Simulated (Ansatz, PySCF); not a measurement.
System: C2H4NO (charge 0, doublet). SMILES: O=C(C)[NH]
Geometry: optimised at B3LYP-D3(BJ)/def2-TZVP (Ansatz, a quantum-chemistry and plane-wave program).

Unscaled harmonic wavenumbers (cm⁻¹) in rising order, each level at the stationary point that it reaches from this structure (no distance between atoms moves by over 0.3 Å); the order of modes can differ between levels, and a negative number is imaginary. B3LYP-D3(BJ)/def2-TZVP (PySCF, at the structure above): 64, 389, 436, 519, 577, 833, 936, 1028, 1113, 1305, 1399, 1464, 1473, 1583, 3047, 3107, 3147, 3437.

HF/3-21G (Ansatz): 46, 435, 553, 585, 738, 873, 980, 1172, 1236, 1262, 1534, 1576, 1643, 1651, 3219, 3272, 3311, 3546. Zero-point energy 39.5 against 37.0 kcal/mol; where all levels lie over 400 cm⁻¹, the wavenumbers are on average 1.095 times those of B3LYP-D3(BJ)/def2-TZVP.

HF/6-31G* (Ansatz): 91, 443, 497, 558, 610, 914, 1029, 1140, 1283, 1332, 1546, 1613, 1620, 1628, 3224, 3284, 3325, 3694. Zero-point energy 39.8 against 37.0 kcal/mol; where all levels lie over 400 cm⁻¹, the wavenumbers are on average 1.083 times those of B3LYP-D3(BJ)/def2-TZVP.

B3LYP/6-31G* (Ansatz): 51, 398, 463, 506, 576, 833, 956, 1040, 1136, 1314, 1421, 1493, 1500, 1593, 3065, 3128, 3170, 3426. Zero-point energy 37.3 against 37.0 kcal/mol; where all levels lie over 400 cm⁻¹, the wavenumbers are on average 1.011 times those of B3LYP-D3(BJ)/def2-TZVP.
